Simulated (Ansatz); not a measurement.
# CHAlO (triplet): the correlation ladder at a displaced geometry (v2), cc-pVDZ

One table from this session's results is given with a row withheld; the runs are named, their logs left out.

The runs use Ansatz 0.2.0, Gaussian basis; cc-pVDZ, core rule «outside noble gas», up to 7 orbitals frozen.

The runs, in order: UHF; CCSD(T) on ROHF; CCSD(T) on UHF; BCCD(T) on ROHF; CISD; CCSDT(Q) on ROHF; CCSDT(Q) on UHF.

31 further runs of the same task are left out: 15 that didn't finish, 16 set aside as unsound or not needed.

**The geometry**

The geometry is a PBE0/def2-TZVP stationary point (not a proven minimum) with its atoms shifted at random (size 0.100 Å).

4 atoms, charge 0, spin multiplicity 3.

Atoms are counted from 1 here; the program's logs count them from 0.

Bond lengths: C1–Al2 1.853 Å, C1–H4 1.104 Å, Al2–O3 1.607 Å. Angles: Al2–C1–H4 173.4°, C1–Al2–O3 172.0°.

Set-up of the first run:

File in.yaml:

```yaml
crystal:
  periodic: [false, false, false]
  atoms:
    - {symbol: C, position_ang: [0.064568, 0.023749, 1.048534]}
    - {symbol: Al, position_ang: [-0.100306, 0.032123, -0.796739]}
    - {symbol: O, position_ang: [-0.023685, -0.000301, -2.401769]}
    - {symbol: H, position_ang: [0.059423, -0.055571, 2.149974]}
basis:
  gaussian: {orbitals: cc-pVDZ}
magnetization: {spin_polarized: true, initial_magnetization: 2}
hamiltonian: {xc: hf}
output: {orbitals: {seedname: orbitals}}
```

Command:

```bash
ansatz run in.yaml --threads 1 --pin off --events-out ev --progress --plain --max-ram 2393MiB
```

Among the steps run: UHF; CCSD(T) on ROHF; CCSD(T) on UHF; BCCD(T) on ROHF; CISD; CCSDT(Q) on ROHF; CCSDT(Q) on UHF.

One of the session's tables, all rows but one given; the rest of the session is left out.

It belongs to the step «Misses and costs». 

```
   method  from RCCSDT(Q) (kcal/mol)
     ROHF                    +237.72
      UHF                    +232.97
     RMP2                     +19.26
     UMP2                     +18.97
     CISD                          ?
    RCCSD                     +10.41
    UCCSD                     +10.32
 RCCSD(T)                      +1.60
 UCCSD(T)                      +1.59
  BCCD(T)                      +1.46
   RCCSDT                      +0.63
   UCCSDT                      +0.62
RCCSDT(Q)                          0
UCCSDT(Q)                      -0.90
```

Estimate the missing values for CISD.

**Answer.** from RCCSDT(Q) (kcal/mol): +32.97. In the column «from RCCSDT(Q) (kcal/mol)» it lies between RMP2 (+19.26) and UHF (+232.97).

Caveats from the session: Restricted and unrestricted rows rest on different reference determinants; where their highest levels disagree by more than a few hundredths of an eV, they describe different states and don't form one ladder.
